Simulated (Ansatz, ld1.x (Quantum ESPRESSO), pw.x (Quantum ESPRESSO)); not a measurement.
**From atom to crystal: ultrasoft potential for Ti (Z = 22)**

| Quantity | Value |
| --- | --- |
| Element | titanium (Ti) |
| Generator | ld1.x (Quantum ESPRESSO) 7.5 |
| Type | ultrasoft |
| Functional | LDA (PW92) |
| Relativity | scalar-relativistic |
| Frozen core | [Ne] 3s2 |
| Valence charge | 10 |
| Reference configuration | 3p6 3d1 4s0 4p0 (charge +3) |
| Partial waves | 4s (bound, empty): rcut 1.95, rcutus 2.65 bohr; 4s channel at 0.75 Ry: rcut 1.95, rcutus 2.65 bohr; 3p (bound): rcut 1.40, rcutus 1.55 bohr; 4p (bound, empty): rcut 1.40, rcutus 1.55 bohr; 3d (bound): rcut 1.75, rcutus 2.30 bohr; 3d channel at -2.05 Ry: rcut 1.75, rcutus 2.30 bohr |
| Local potential | all-electron potential smoothed inside 2.60 bohr (lloc = -2) |
| Core correction | a·sin(br)/r model core inside 1.55 bohr |
| Augmentation charge | PSQ, inside the norm-conserving radii |

Crystal test: bcc Ti in pw.x 7.5, no spin, 15³ k-points, Fermi–Dirac smearing 0.01 Ry, cutoffs 75/600 Ry. The reference is all-electron LAPW (Ansatz 0.2.0) with the same functional, mesh and smearing; V0 and B0 come from Birch–Murnaghan fits to the pressures at five volumes. Errors are pseudo minus all-electron; Δ is the rms difference of the E(V) curves that follow from these fits, minima aligned, over ±6 % about the mean V0. Mesh and smearing are coarse, so the numbers serve the comparison and aren't converged zero-temperature values; the lattice is a test structure that the element need not adopt.

All-electron: a0 = 3.173 Å (V0 = 15.97 Å³/atom), B0 = 117.6 GPa.

Task: How far does the potential miss the all-electron equation of state?

Result: mean pressure error (GPa): -0.62; a0 (Å): 3.167; a0 error (%): -0.17; B0 error (%): +0.6; Δ (meV/atom): 2.1. Atomic configuration tests: test run stopped at test 9 of 9 (negative rho), 2 before it not solved.

| V (Å³/atom) | P all-electron (GPa) | P pseudo (GPa) |
| --- | --- | --- |
| 15.124 | 6.96 | 6.27 |
| 15.522 | 3.47 | 2.83 |
| 15.920 | 0.34 | -0.29 |
| 16.318 | -2.48 | -3.05 |
| 16.716 | -5.00 | -5.55 |

Task: At the middle volume, how do free energy and pressure move when the wave cutoff is lowered (ecutrho held at 600 Ry)?

Result:

```csv
cutoff (Ry),shift of F (meV/atom),shift of P (GPa)
34,+291.5,-7.18
45,+81.0,-2.97
60,+5.0,-0.28
```

Input at the middle volume:

```
&control
  calculation='scf', prefix='x', pseudo_dir='./', outdir='./tmp', tstress=.true., disk_io='none'
/
&system
  ibrav=0, nat=1, ntyp=1, ecutwfc=75, ecutrho=600, nbnd=12,
  occupations='smearing', smearing='fd', degauss=0.01
/
&electrons
  conv_thr=1e-09, mixing_beta=0.4, electron_maxstep=70
/
ATOMIC_SPECIES
Ti 1.0 Ti.UPF
CELL_PARAMETERS angstrom
  -1.58475096 1.58475096 1.58475096
  1.58475096 -1.58475096 1.58475096
  1.58475096 1.58475096 -1.58475096
ATOMIC_POSITIONS crystal
Ti 0.0000 0.0000 0.0000
K_POINTS automatic
15 15 15 0 0 0
```

```bash
pw.x < Ti.scf.in > Ti.scf.out
```

Lines of the output:

```
Message from routine setup:
     using ibrav=0 with symmetry is DISCOURAGED, use correct ibrav instead
     lattice parameter (alat)  =       5.1871  a.u.
     unit-cell volume          =     107.4335 (a.u.)^3
     number of electrons       =        10.00
     number of Kohn-Sham states=           12
     kinetic-energy cutoff     =      75.0000  Ry
     charge density cutoff     =     600.0000  Ry
     scf convergence threshold =      1.0E-09
     Exchange-correlation= PW
     number of k points=   120  Fermi-Dirac smearing, width (Ry)=  0.0100
     iteration #  1     ecut=    75.00 Ry     beta= 0.40
     total energy              =     -76.48848131 Ry
     estimated scf accuracy    <      10.25094778 Ry
     iteration #  2     ecut=    75.00 Ry     beta= 0.40
     total energy              =     -77.04627845 Ry
     estimated scf accuracy    <       0.86309309 Ry
     iteration #  3     ecut=    75.00 Ry     beta= 0.40
     total energy              =     -77.33713677 Ry
     estimated scf accuracy    <       0.15243331 Ry
     iteration #  4     ecut=    75.00 Ry     beta= 0.40
     total energy              =     -77.40431223 Ry
     estimated scf accuracy    <       0.01617070 Ry
     iteration #  5     ecut=    75.00 Ry     beta= 0.40
     total energy              =     -77.36922717 Ry
     estimated scf accuracy    <       0.07914326 Ry
     iteration #  6     ecut=    75.00 Ry     beta= 0.40
     total energy              =     -77.38557181 Ry
     estimated scf accuracy    <       0.00009995 Ry
     iteration #  7     ecut=    75.00 Ry     beta= 0.40
     total energy              =     -77.38535786 Ry
     estimated scf accuracy    <       0.00143229 Ry
     iteration #  8     ecut=    75.00 Ry     beta= 0.40
     total energy              =     -77.38558434 Ry
     estimated scf accuracy    <       0.00000843 Ry
     iteration #  9     ecut=    75.00 Ry     beta= 0.40
     total energy              =     -77.38558776 Ry
     estimated scf accuracy    <       0.00000152 Ry
     iteration # 10     ecut=    75.00 Ry     beta= 0.40
     total energy              =     -77.38558681 Ry
     estimated scf accuracy    <       0.00000304 Ry
     iteration # 11     ecut=    75.00 Ry     beta= 0.40
     total energy              =     -77.38558742 Ry
     estimated scf accuracy    <          3.3E-09 Ry
     iteration # 12     ecut=    75.00 Ry     beta= 0.40
     total energy              =     -77.38558744 Ry
     estimated scf accuracy    <       0.00000003 Ry
     iteration # 13     ecut=    75.00 Ry     beta= 0.40
     total energy              =     -77.38558743 Ry
     estimated scf accuracy    <       0.00000001 Ry
     iteration # 14     ecut=    75.00 Ry     beta= 0.40
     total energy              =     -77.38558743 Ry
     estimated scf accuracy    <          3.6E-09 Ry
     iteration # 15     ecut=    75.00 Ry     beta= 0.40
     the Fermi energy is    12.8518 ev
!    total energy              =     -77.38558743 Ry
     estimated scf accuracy    <          8.0E-10 Ry
     smearing contrib. (-TS)   =      -0.00914434 Ry
     The total energy is F=E-TS. E is the sum of the following terms:
     one-electron contribution =     -17.95613236 Ry
     hartree contribution      =      13.66063566 Ry
     xc contribution           =     -12.32062962 Ry
     ewald contribution        =     -60.76031677 Ry
     convergence has been achieved in  15 iterations
          total   stress  (Ry/bohr**3)                   (kbar)     P=       -2.90
     Message from routine punch:
     Nothing written, as per user request (disk_io='none')
```

The run at the middle volume (120 k-points, 15 iterations) took about 39 s on one core of a shared host (Neoverse-V2, 96 threads, 742 GiB, load 40).
